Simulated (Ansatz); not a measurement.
The inner images of a band of ClH + H4OSi (8 atoms, charge 0, multiplicity 1) are given out of order.

All numbers below come from Ansatz 0.2.0, RKS revPBE/def2-SVP.

Initial state:

```xyz
8
Properties=species:S:1:pos:R:3
Si -0.233 0.269 -0.114
O 0.023 -0.126 1.530
H -0.786 -0.216 2.066
H 1.138 0.425 -0.693
H -1.004 1.558 -0.222
H -0.992 -0.814 -0.833
Cl 1.779 -2.730 1.966
H 1.110 -1.597 1.874
```

Final state:

```xyz
8
Properties=species:S:1:pos:R:3
Si 0.434 -0.111 -0.440
O -0.678 -0.353 2.548
H -1.190 -1.173 2.408
H 0.968 0.011 -1.840
H 0.441 1.231 0.218
H -0.931 -0.726 -0.494
Cl 1.756 -1.410 0.569
H 0.234 -0.700 2.605
```

Put them in order from the first end to the last, with their energies above the first end.
A.
```xyz
8
Properties=species:S:1:pos:R:3
Si 0.157 -0.372 -0.352
O 0.193 0.120 2.444
H -0.770 -0.033 2.490
H 1.331 0.468 -0.744
H -0.905 0.523 0.221
H -0.520 -1.062 -1.492
Cl 1.001 -2.082 0.629
H 0.547 -0.792 2.379
```
B.
```xyz
8
Properties=species:S:1:pos:R:3
Si 0.093 -0.187 -0.045
O 0.087 -0.080 1.901
H -0.796 -0.002 2.321
H 1.345 0.352 -0.658
H -0.841 1.021 -0.001
H -0.735 -1.174 -0.814
Cl 1.348 -2.152 0.816
H 0.533 -1.009 2.054
```
C.
```xyz
8
Properties=species:S:1:pos:R:3
Si 0.400 -0.213 -0.623
O -0.514 -0.153 2.843
H -1.151 -0.890 2.898
H 1.272 0.285 -1.738
H -0.012 0.904 0.278
H -0.797 -0.922 -1.187
Cl 1.522 -1.616 0.476
H 0.314 -0.624 2.629
```
D.
```xyz
8
Properties=species:S:1:pos:R:3
Si -0.012 -0.025 0.005
O 0.043 -0.074 1.795
H -0.812 0.030 2.260
H 1.322 0.342 -0.565
H -0.918 1.160 -0.094
H -0.702 -1.146 -0.723
Cl 1.405 -2.258 1.044
H 0.708 -1.260 1.853
```
E.
```xyz
8
Properties=species:S:1:pos:R:3
Si -0.183 0.218 -0.052
O 0.004 -0.025 1.633
H -0.829 -0.077 2.138
H 1.204 0.426 -0.571
H -1.031 1.437 -0.297
H -0.831 -0.967 -0.714
Cl 1.677 -2.684 1.609
H 1.024 -1.558 1.829
```
F.
```xyz
8
Properties=species:S:1:pos:R:3
Si 0.285 -0.365 -0.671
O -0.168 0.092 2.994
H -1.011 -0.396 2.933
H 1.353 0.465 -1.324
H -0.529 0.451 0.283
H -0.581 -1.009 -1.713
Cl 1.223 -1.898 0.425
H 0.462 -0.571 2.648
```
G.
```xyz
8
Properties=species:S:1:pos:R:3
Si -0.112 0.125 0.004
O 0.000 -0.023 1.719
H -0.847 0.031 2.199
H 1.276 0.379 -0.494
H -1.000 1.307 -0.249
H -0.710 -1.087 -0.655
Cl 1.549 -2.492 1.256
H 0.877 -1.470 1.794
```

E (+0.01 eV), G (+0.10 eV), D (+0.54 eV), B (+0.83 eV), A (+0.30 eV), F (+0.04 eV), C (+0.02 eV).

Run time: 4.2 min on 2 threads of Intel(R) Xeon(R) Platinum 8259CL CPU @ 2.50GHz (Skylake/Cascade Lake) (shared host), peak memory 0.18 GiB.
